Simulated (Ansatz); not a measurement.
**BSiNH (quartet): from Hartree-Fock to the top rungs, def2-QZVPP**

An exercise on one series of results from a longer session: the logs are not shown, and one member is left open.

Computed with Ansatz 0.2.0, Gaussian basis. Level: def2-QZVPP, core rule «outside noble gas», up to 7 orbitals frozen.

To be run: UHF; ROHF; CCSD(T) on UHF.

2 further runs of the same task are left out: 2 set aside as unsound or not needed.

## The geometry

The geometry is a PBE0/def2-TZVP stationary point (not a proven minimum) of the parent state, kept for this charge and spin.

4 atoms, charge 0, spin multiplicity 4.

Atoms are counted from 1 here; the program's logs count them from 0.

Bond lengths: B1–N2 1.266 Å, B1–H4 1.171 Å, N2–Si3 1.683 Å. Angles: N2–B1–H4 180.0°, B1–N2–Si3 180.0°.

The first run:

in.yaml reads:

```yaml
crystal:
  periodic: [false, false, false]
  atoms:
    - {symbol: B, position_ang: [0.000000, 0.000000, 0.760975]}
    - {symbol: N, position_ang: [0.000000, 0.000000, -0.505225]}
    - {symbol: Si, position_ang: [0.000000, 0.000000, -2.188225]}
    - {symbol: H, position_ang: [0.000000, 0.000000, 1.932475]}
basis:
  gaussian: {orbitals: "def2-QZVPP.json"}
magnetization: {spin_polarized: true, initial_magnetization: 3}
hamiltonian: {xc: hf}
output: {orbitals: {seedname: orbitals}}
```

Run with:

```sh
$ ansatz run in.yaml --threads 1 --pin off --events-out ev --progress --plain --max-ram 2393MiB
```

Steps of the session up to this table: UHF; ROHF; CCSD(T) on UHF.

One of the session's tables, all rows but one given; the rest of the session is left out.

| method | from UCCSD(T) (kJ/mol) |
| --- | --- |
| ROHF | ? |
| UHF | +1023.4 |
| UMP2 | +84.0 |
| UCCSD | +52.5 |
| UCCSD(T) | 0 |

Q: Estimate the row for ROHF from the others.

**Answer.** from UCCSD(T) (kJ/mol): +1028.3. In the column «from UCCSD(T) (kJ/mol)» it is the highest.
